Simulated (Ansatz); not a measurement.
# CH5NSi (SMILES C[Si]N): a rigid scan of the bond length Si2–N3

One table from this session's results is given with a row withheld; the runs are named, their logs left out.

Computed with Ansatz 0.2.0, Gaussian basis. Level: single points in def2-TZVPP.

Levels: PBE-D4, r2SCAN-D4, PBE0-D4, B3LYP-D4, wB97M-V, Hartree-Fock, MP2, CCSD, CCSD(T). The scan takes 1.538, 1.572, 1.623, 1.681, 1.746, 1.816, 1.891, 1.969, 2.051 Å.

Correlated methods freeze the cores. B3LYP uses VWN-RPA correlation.

32 further runs of the same task are left out: 32 set aside as unsound or not needed.

## Starting geometry

8 atoms, charge 0, spin multiplicity 1.

Atoms are counted from 1 here; the program's logs count them from 0.

Bond lengths: C1–Si2 1.781 Å, C1–H4 1.056 Å, C1–H5 1.140 Å, C1–H6 1.130 Å, Si2–N3 1.692 Å, N3–H7 1.076 Å, N3–H8 0.972 Å. Angles: Si2–C1–H4 113.0°, Si2–C1–H5 113.1°, Si2–C1–H6 113.8°, H4–C1–H5 103.9°, H4–C1–H6 109.6°, H5–C1–H6 102.5°, C1–Si2–N3 109.3°, Si2–N3–H7 109.9°, Si2–N3–H8 112.5°, H7–N3–H8 104.4°.

Coordinates:

```xyz
8
CH5NSi
C    -0.6484    0.8265   -0.5950
Si    0.9328    0.3814    0.0929
N     0.7699   -1.0407    0.9957
H    -1.0242    0.1033   -1.2666
H    -0.6125    1.7824   -1.2144
H    -1.4329    1.0675    0.1819
H     1.7416   -1.4160    1.2663
H     0.3658   -1.7614    0.4835
```

Set-up of the first run:

pre/in.yaml reads:

```yaml
crystal:
  periodic: [false, false, false]
  atoms:
    - {symbol: C, position_ang: [-0.648400, 0.826500, -0.595000]}
    - {symbol: Si, position_ang: [0.932800, 0.381400, 0.092900]}
    - {symbol: N, position_ang: [0.769900, -1.040700, 0.995700]}
    - {symbol: H, position_ang: [-1.024200, 0.103300, -1.266600]}
    - {symbol: H, position_ang: [-0.612500, 1.782400, -1.214400]}
    - {symbol: H, position_ang: [-1.432900, 1.067500, 0.181900]}
    - {symbol: H, position_ang: [1.741600, -1.416000, 1.266300]}
    - {symbol: H, position_ang: [0.365800, -1.761400, 0.483500]}
basis:
  gaussian: {orbitals: def2-SVP}
hamiltonian: {xc: pbe, dispersion: d4}
relax: {f_tol: 0.03, max_steps: 250}
```

The command line of these runs was not kept.

Steps of the session up to this table: A first relaxation in a small basis; Relaxation at PBE0-D4; The minimum at every level; Si2–N3 = 1.538 Å; Si2–N3 = 1.572 Å; Si2–N3 = 1.623 Å; Si2–N3 = 1.681 Å; Si2–N3 = 1.746 Å; Si2–N3 = 1.816 Å; Si2–N3 = 1.891 Å; Si2–N3 = 1.969 Å; Si2–N3 = 2.051 Å.

One of the session's tables, all rows but one given; the rest of the session is left out.

It belongs to the step «The curves». Energies less that of the minimum at the same level (eV):

```
bond length (Å)  PBE-D4  PBE0-D4  B3LYP-D4  wB97M-V  Hartree-Fock
          1.538   0.635    0.563     0.591    0.579         0.538
          1.572   0.398    0.339     0.362    0.351         0.315
          1.623   0.159    0.121     0.137    0.129         0.103
          1.681   0.024    0.011     0.017    0.014         0.004
1.709 (minimum)   0.000    0.000     0.000    0.000         0.000
          1.746   0.002    0.019     0.011    0.016         0.030
          1.816       ?        ?         ?        ?             ?
          1.891   0.265    0.350     0.312    0.342         0.416
          1.969   0.510    0.633     0.578    0.625         0.733
          2.051   0.807    0.970     0.895    0.963         1.107
```

Estimate the missing values for bond length (Å) = 1.816.

Worked estimate for «PBE-D4». A straight line through the neighbours (1.746, 0.002) and (1.891, 0.265) gives 0.002 + (0.265 − 0.002) × (1.816 − 1.746) / (1.891 − 1.746) = 0.129; a parabola fitted to 4 rows on both sides gives 0.089.

**Answer.** PBE-D4: 0.087; PBE0-D4: 0.137; B3LYP-D4: 0.115; wB97M-V: 0.131; Hartree-Fock: 0.172. In «PBE-D4» the line misses by +0.042 and the parabola by +0.002.
